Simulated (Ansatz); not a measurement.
# C2H, doublet: cost against accuracy

Geometry (MP2(full)/6-31G*, from the G2/97 set):

```yaml
atoms:
  - { symbol: C, position_ang: [0.0000, 0.0000, 0.0384] }
  - { symbol: C, position_ang: [0.0000, 0.0000, -1.1414] }
  - { symbol: H, position_ang: [0.0000, 0.0000, 1.1030] }
```

Measured, as an electronic atomization energy: 1111.3 kJ/mol (G2/97 heats of formation of molecule and atoms, with zero-point and thermal terms from B3LYP taken off; Curtiss et al., J. Chem. Phys. 106, 1063 (1997), Staroverov et al., J. Chem. Phys. 119, 12129 (2003)). The measured value holds scalar relativity and spin–orbit coupling, which all computed ones lack, and core correlation, which the wave-function levels lack. Atoms are taken at the same level, with ROHF references for molecule and atoms in the R rows. Truncated CI is not size-consistent. The atoms' steps beyond CCSDT(Q) are taken from restricted open-shell runs, which share full CI's core. Ansatz 0.2.0; the 6-31G* set has Cartesian d functions; a miss is computed less measured; times are wall times on shared hosts and scatter by a factor of two or so. A small miss in a small set is a cancellation of the method's error against the basis error.

| level | basis | miss (kJ/mol) | time of the run | hardware |
| --- | --- | --- | --- | --- |
| RHF | STO-3G | -296.8 | – | – |
| RMP2 | STO-3G | 0.3 | – | – |
| RCCSD(T) | STO-3G | 7.5 | 0.62 s | 1 CPU thread |
| UCCSDT(Q) | STO-3G | 10.7 | 2.2 s | 1 CPU thread |
| RCCSDTQ | STO-3G | 12.1 | 17 s | 1 CPU thread |
| B3LYP | STO-3G | 99.2 | 0.34 s | 1 CPU thread |
| wB97M-V | STO-3G | 124.2 | 0.89 s | 1 CPU thread |
| B2PLYP | STO-3G | 58.8 | 0.37 s | 1 CPU thread |
| UHF | 6-31G | -402.2 | 0.13 s | 1 CPU thread |
| RMP2 | 6-31G | -137.5 | – | – |
| UMP2 | 6-31G | -181.4 | – | – |
| RCCSD(T) | 6-31G | -148.1 | 0.49 s | 1 CPU thread |
| UCCSDTQ | 6-31G | -145.6 | 16 s | H100 + 2 CPU threads |
| full CI | 6-31G | -145.2 | 13 s | H100 + 2 CPU threads |
| PBE | 6-31G | 2.9 | 0.62 s | 1 CPU thread |
| B2PLYP | 6-31G | -92.7 | 0.43 s | 1 CPU thread |
| RHF | 6-31G* | -371.9 | – | – |
| UHF | 6-31G* | -355.0 | 0.31 s | 1 CPU thread |
| UMP2 | 6-31G* | -113.7 | – | – |
| RCCSDTQ | 6-31G* | -101.2 | 27 s | H100 + 2 CPU threads |
| MRCISD+Q (valence space) | 6-31G* | -106.1 | 4 s | 1 CPU thread |
| r2SCAN | 6-31G* | -18.5 | 1 s | 1 CPU thread |
| B2PLYP | 6-31G* | -52.2 | 0.67 s | 1 CPU thread |
| RCCSDT(Q) | cc-pVDZ | -123.4 | 8.5 s | 1 CPU thread |
| MRCISD+Q (valence space) | cc-pVDZ | -130.0 | 4.1 s | 1 CPU thread |
| wB97M-V | cc-pVDZ | -44.7 | 1.6 s | 1 CPU thread |
| RMP2 | cc-pVTZ | -11.1 | – | – |
| UCCSD(T) | cc-pVTZ | -50.5 | 20 s (with forces) | 1 CPU thread |
| RCCSDT(Q) | cc-pVTZ | -46.8 | 6.5 s | H100 + 2 CPU threads |
| UCCSDT(Q) | cc-pVTZ | -47.1 | 10 s | H100 + 2 CPU threads |
| PBE | cc-pVTZ | 42.5 | 1.6 s | 1 CPU thread |
| r2SCAN | cc-pVTZ | 0.6 | 2.2 s (with forces) | 1 CPU thread |
| B3LYP | cc-pVTZ | -15.1 | 0.95 s | 1 CPU thread |
| wB97M-V | cc-pVTZ | -19.1 | 6 s (with forces) | 1 CPU thread |
| RHF | cc-pVQZ | -345.6 | – | – |
| UHF | cc-pVQZ | -337.0 | 2.6 s | 1 CPU thread |
| RMP2 | cc-pVQZ | 11.3 | – | – |
| UCCSD(T) | cc-pVQZ | -27.7 | 12 s | H100 + 2 CPU threads |
| RCCSDT(Q) | cc-pVQZ | -24.2 | 48 s | H100 + 2 CPU threads |
| wB97M-V | cc-pVQZ | -16.7 | 2.5 s | H100 + 2 CPU threads |

HF's time is that of a plain UHF run. A dash: the level came out of a higher level's run.

Some unrestricted rows aren't spin-pure. Their determinants' ⟨S²⟩ reaches 1.13 in the UHF rows, 1.18 in the UMP2 and UCC rows, against 0.75 for a pure state.

A composite of the best parts (unrestricted reference, at this geometry, which isn't the minimum of the high levels):

```csv
part,kJ/mol
"Hartree–Fock limit (T, Q; exp(−5.46 √X))",775.48
"CCSD(T) correlation limit (T, Q; X⁻³)",323.17
CCSDT − CCSD(T) (QZ),0.28
(Q) (QZ),2.89
CCSDTQ − CCSDT(Q) (DZ),-0.06
sum,1101.8
sum less measured,-9.5
```
